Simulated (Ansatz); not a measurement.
Geometry optimisation, Ansatz 0.2.0, RKS PBE0/cc-pVDZ.

Input:

```yaml
crystal:
  periodic: [false, false, false]
  atoms:
    - { symbol: Al, position_ang: [0.0, 0.0, 0.0] }
    - { symbol: O, position_ang: [0.0, 0.0, 1.78] }
    - { symbol: H, position_ang: [-0.9095, -0.2814, 2.1171] }
    - { symbol: H, position_ang: [1.351, 0.0, -0.78] }
    - { symbol: H, position_ang: [-1.351, 0.0, -0.78] }
basis:
  gaussian: { orbitals: cc-pVDZ }
hamiltonian:
  xc: pbe0
relax:
  f_tol: 0.02
  max_steps: 40
```

Run as:

```bash
$ ansatz run input.yaml --threads 1 --pin off --max-ram 2048MiB --backend cpu --events-out ev --progress --plain --runs-dir out
```

Problem. Where does it end, and by what steps?

Solution. The forces met the threshold. After 6 steps the energy has fallen by 0.135 eV; O2 moved furthest, 0.15 Å.

| step | energy less start (eV) | largest force component (eV/Å) | accepted |
| --- | --- | --- | --- |
| 0 | 0.0000 | 1.830 | yes |
| 1 | 0.0439 | 3.016 | no |
| 2 | -0.1104 | 0.820 | yes |
| 3 | -0.1323 | 0.160 | yes |
| 4 | -0.1305 | 0.468 | no |
| 5 | -0.1349 | 0.029 | yes |
| 6 | -0.1350 | 0.001 | yes |

```xyz
5
Properties=species:S:1:pos:R:3
Al -0.030 -0.024 -0.032
O -0.025 -0.124 1.697
H -0.846 -0.172 2.196
H 1.406 0.049 -0.700
H -1.414 -0.010 -0.824
```

Whether the end is a true minimum wasn't checked by a vibrational analysis.

Run time: 7.4 s on 1 thread of Arm Neoverse V2, with other jobs on the host, peak memory 0.099 GiB.
